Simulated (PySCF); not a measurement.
C4H5FN (doublet state).
Geometry (GFN2-xTB, Å), atoms numbered from 1 in this order:
```
atom  x, y, z in Å
F1    -1.5038    1.2979   -1.1057
C2    -1.6588    0.2907   -0.1606
C3    -0.3703   -0.0558    0.4767
C4     0.7953   -0.2995   -0.3103
C5     2.1469   -0.1546    0.2661
N6     1.8098   -1.3490    0.1678
H7    -2.3868    0.6587    0.5677
H8    -2.0906   -0.5543   -0.7201
H9    -0.3169   -0.1292    1.5484
H10    0.6882   -0.2144   -1.3858
H11    2.8925    0.5121    0.6299
```

The hyperfine couplings belong to this conformer and change with its torsions.

Identity: `FC[CH][C@H]1C=N1` [radical].

Computed, not measured: UKS B3LYP, pcH-1 on C F H N, non-relativistic, mean-field spin-orbit, GIAO (PySCF). One conformer (not necessarily the lowest) at the GFN2-xTB geometry, without solvent, vibrations or thermal averaging. Couplings are sensitive to structure, and on GFN2-xTB geometries they can be far from those on DFT ones. Stability of the SCF solution: not tested.

Q: Match the computed a_iso(13C) values +73.5, +44.1, -38.4, -28.1 MHz with the sites C2; C3; C4; C5.

A: 
| site | a_iso (MHz) | ρ(0) (bohr⁻³) | position | distance from C3 (Å) | spin population | largest \|T\| (MHz) |
| --- | --- | --- | --- | --- | --- | --- |
| C2 | -28.1 | -0.0250 | 1 bond from C3 | 1.48 | -0.04 | 3.5 |
| C3 | +73.5 | +0.0654 | largest spin population | 0.00 | +0.89 | 138.1 |
| C4 | -38.4 | -0.0341 | 1 bond from C3 | 1.43 | -0.11 | 7.3 |
| C5 | +44.1 | +0.0392 | 2 bonds from C3 | 2.53 | +0.08 | 18.7 |

Q: Match the computed a_iso(1H) values +92.7, -52.8, +41.5, +13.6, +1.7 MHz with the sites H7; H8; H9; H10; H11.

A: 
| site | a_iso (MHz) | ρ(0) (bohr⁻³) | position | distance from C3 (Å) | bound to | spin population there | largest \|T\| (MHz) |
| --- | --- | --- | --- | --- | --- | --- | --- |
| H7 | +13.6 | +0.0030 | β, 2 bonds from C3 | 2.14 | C2 | -0.04 | 9.1 |
| H8 | +92.7 | +0.0207 | β, 2 bonds from C3 | 2.15 | C2 | -0.04 | 7.3 |
| H9 | -52.8 | -0.0118 | α, 1 bond from C3 | 1.08 | C3 | +0.89 | 33.1 |
| H10 | +1.7 | +0.0004 | β, 2 bonds from C3, on C4 of spin population -0.11 | 2.15 | C4 | -0.11 | 5.0 |
| H11 | +41.5 | +0.0093 | γ, 3 bonds from C3 | 3.32 | C5 | +0.08 | 6.2 |

ρ(0) is the spin density at the nucleus and T the dipolar tensor. The largest Mulliken spin populations are on C3 (+0.89), N6 (+0.13), C4 (-0.11) and C5 (+0.08). No atom but C3 exceeds +0.15. The angles at C3 add up to 360.0°, so it is planar; its axial dipolar tensor and the negative coupling of its proton fit spin in a p orbital normal to that plane.
